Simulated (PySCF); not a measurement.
**The first ionisation energy along group 13**

All values are computed (PySCF 2.14, energy differences of UHF-based or UKS calculations, no spin-orbit coupling). Values in eV. The last column holds reference values (NIST; (s) semi-empirical, (t) theoretical, else measured). Unmarked ones compare directly (S terms, centres of terms, or small fine structure); those marked * lie between the lowest fine-structure levels and include a spin-orbit shift.

```
                       element                     configurations    UHF  MP2 (valence)  SCS-MP2 (valence)  CCSD (valence)  CCSD(T) (valence)  M06-L  reference
 B (cc-pVDZ-DK, spin-free X2C)            [He] 2s2 2p1 → [He] 2s2  8.036          8.145              8.109           8.039              8.061  8.657      8.297
Al (cc-pVDZ-DK, spin-free X2C)            [Ne] 3s2 3p1 → [Ne] 3s2  5.574          5.725              5.706           5.808              5.826  5.869      5.977
Ga (cc-pVDZ-DK, spin-free X2C)  [Ar] 3d10 4s2 4p1 → [Ar] 3d10 4s2  5.507          5.650              5.629           5.708              5.720  5.679      5.931
```

```
           method  elements  mean error (eV)  mean absolute error (eV)  largest error (eV)
              UHF         3           -0.363                     0.363              -0.424
    MP2 (valence)         3           -0.228                     0.228              -0.281
SCS-MP2 (valence)         3           -0.253                     0.253              -0.302
   CCSD (valence)         3           -0.217                     0.217              -0.258
CCSD(T) (valence)         3           -0.199                     0.199              -0.236
            M06-L         3            0.000                     0.240               0.361
```

Errors include the incompleteness of the basis and the frozen core.

"Valence" correlates the outer s and p shells and, in groups 3 to 12 and the f block, the outer d or f shell, open or full, or the next shell where the ion has no valence electron left; the wider scheme adds the next inner shell.
